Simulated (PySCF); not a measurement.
dimethyl sulfide cation (C2H6S), SMILES CSC (connectivity only; charge and spin as stated), charge +1, multiplicity 2. Atoms are numbered in the order given.

```xyz
9

C      1.3995    -0.0001     0.4800
S      0.0000     0.0000    -0.6221
C     -1.3995     0.0001     0.4800
H      1.3579     0.8939     1.1094
H      2.3007    -0.0045    -0.1294
H      1.3532    -0.8888     1.1164
H     -1.3532     0.8888     1.1164
H     -2.3007     0.0045    -0.1294
H     -1.3579    -0.8939     1.1094
```
Charge +1, spin multiplicity 2.

The structure is a stationary point at B3LYP-D3(BJ)/def2-TZVP. The spin state was assumed, not searched.

All values below come from PySCF with PBE0/pcH-1.

Unrestricted Kohn–Sham, ⟨S²⟩ = 0.754. Hyperfine tensors hold the contact and dipolar terms, without spin-orbit corrections.

**Question.** Estimate the hyperfine couplings. (Estimate from the structure and the level; the computed values follow.)

**Answer.** 
```
nucleus    A(iso) (MHz)  A(iso) (G)  dipolar principal values (MHz)
---------  ------------  ----------  ------------------------------
13C no. 1         -17.0        -6.1                 -4.2, -3.2, 7.4
33S no. 2          31.9        11.4             -91.9, -86.5, 178.4
13C no. 3         -17.0        -6.1                 -4.2, -3.2, 7.4
1H no. 4           96.1        34.3                 -5.5, -2.3, 7.8
1H no. 5           -1.2        -0.4                 -3.6, -3.0, 6.6
1H no. 6           95.1        33.9                 -5.5, -2.3, 7.8
1H no. 7           95.1        33.9                 -5.5, -2.3, 7.8
1H no. 8           -1.2        -0.4                 -3.6, -3.0, 6.6
1H no. 9           96.1        34.3                 -5.5, -2.3, 7.8
```

**Question.** And the g tensor (effective nuclear charges for spin-orbit coupling, GIAO)? (An estimate is asked for; the answer gives what the named calculation found.)

**Answer.** principal values 2.0023, 2.0179, 2.0343; isotropic 2.0182.
